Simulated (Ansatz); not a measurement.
# SiH4 (singlet): wave-function methods side by side at distance H1–H2 along a hydrogen transfer = 0.934 Å, 6-31G

How much of the correlation energy of SiH4 (singlet) does each wave-function method recover here?

Program: Ansatz 0.2.0, Gaussian basis. Level of theory: 6-31G, core rule «outside noble gas», up to 5 orbitals frozen. These are calculated values, not measurements.

To be run: UHF; CCSD(T) on RHF; CCSD(T) on UHF; BCCD(T) on RHF; CISD; CCSDT(Q) on RHF; CCSDT(Q) on UHF; CISDTQ; CCSDTQ on RHF; CCSDTQ on UHF; CASSCF and MRCISD+Q, 2 electrons in 2 orbitals; CASSCF and NEVPT2, 2 electrons in 2 orbitals; CASSCF and MRCISD+Q, 8 electrons in 8 orbitals; CASSCF and NEVPT4(SD), 8 electrons in 8 orbitals; CASSCF and NEVPT2, 8 electrons in 8 orbitals; Full CI.

10 further runs of the same task are left out: 1 for a mislabelled method, 9 that didn't finish.

## (1) What is computed

The geometry derives from fragments relaxed apart (PBE0/def2-TZVP) and kept rigid, so it is no stationary point. A hydrogen atom is moved between rigid fragments.

5 atoms, charge 0, spin multiplicity 1.

Atoms are counted from 1 here; the program's logs count them from 0.

Bond lengths: H2–Si3 1.582 Å, Si3–H4 1.526 Å, Si3–H5 1.526 Å. Angles: H2–Si3–H4 113.7°, H2–Si3–H5 113.7°, H4–Si3–H5 91.2°.

## (2) UHF

The input, in.yaml:

```yaml
crystal:
  periodic: [false, false, false]
  atoms:
    - {symbol: H, position_ang: [-2.425816, 0.054876, 0.000000]}
    - {symbol: H, position_ang: [-1.491816, 0.054876, 0.000000]}
    - {symbol: Si, position_ang: [0.090184, 0.054876, 0.000000]}
    - {symbol: H, position_ang: [0.702364, -0.819409, 1.090012]}
    - {symbol: H, position_ang: [0.702364, -0.819409, -1.090012]}
basis:
  gaussian: {orbitals: 6-31G}
magnetization: {spin_polarized: true, initial_magnetization: 0}
hamiltonian: {xc: hf}
output: {orbitals: {seedname: orbitals}}
```

Command:

```console
$ ansatz run in.yaml --threads 1 --pin off --events-out ev --progress --plain --max-ram 2393MiB
```

The runs that follow: CCSD(T) on RHF; CCSD(T) on UHF; BCCD(T) on RHF; CISD; CCSDT(Q) on RHF; CCSDT(Q) on UHF; CISDTQ; CCSDTQ on RHF; CCSDTQ on UHF; CASSCF and MRCISD+Q, 2 electrons in 2 orbitals; CASSCF and NEVPT2, 2 electrons in 2 orbitals; CASSCF and MRCISD+Q, 8 electrons in 8 orbitals; CASSCF and NEVPT4(SD), 8 electrons in 8 orbitals; CASSCF and NEVPT2, 8 electrons in 8 orbitals; Full CI.

Before running them: what should the planned runs give, taken together? Wanted: FCI below the RHF energy; RMP2 from FCI; UMP2 from FCI; RCCSD from FCI; RCCSD(T) from FCI; UCCSD(T) from FCI; RCCSDT(Q) from FCI; UCCSDT(Q) from FCI; NEVPT2 pair from FCI.

The runs gave:

| quantity | value |
| --- | --- |
| FCI below the RHF energy | -2.8742 eV |
| RMP2 from FCI | +21.67 kcal/mol |
| UMP2 from FCI | +22.18 kcal/mol |
| RCCSD from FCI | +1.54 kcal/mol |
| RCCSD(T) from FCI | +0.47 kcal/mol |
| UCCSD(T) from FCI | +1.17 kcal/mol |
| RCCSDT(Q) from FCI | +0.02 kcal/mol |
| UCCSDT(Q) from FCI | +0.03 kcal/mol |
| NEVPT2 pair from FCI | +13.76 kcal/mol |
| MRCISD+Q pair from FCI | -0.27 kcal/mol |
| NEVPT2 valence from FCI | +4.60 kcal/mol |
| levels within 1 kcal/mol (43 meV) | RCCSD(T), BCCD(T), RCCSDT, UCCSDT, CISDTQ, RCCSDT(Q), UCCSDT(Q), RCCSDTQ, UCCSDTQ, MRCISD+Q pair, NEVPT4(SD) valence, MRCISD valence, MRCISD+Q valence |
| T1 diagnostic | 0.021 |
| effectively unpaired electrons | 0.19 |

RCCSD(T) misses by +0.47 kcal/mol, 0.7 % of the correlation energy. CCSD(T) misses by +0.47 kcal/mol on the restricted determinant and by +1.17 kcal/mol on the unrestricted one; the two need not hold the same state or core. MRCISD+Q pair falls below full CI: the +Q correction isn't variational, and the cores differ from full CI's. One determinant dominates. Of the multireference levels listed MRCISD+Q pair comes nearest in total energy (-0.27 kcal/mol), which doesn't show that its space is the better one. These misses are within one basis, not against nature.
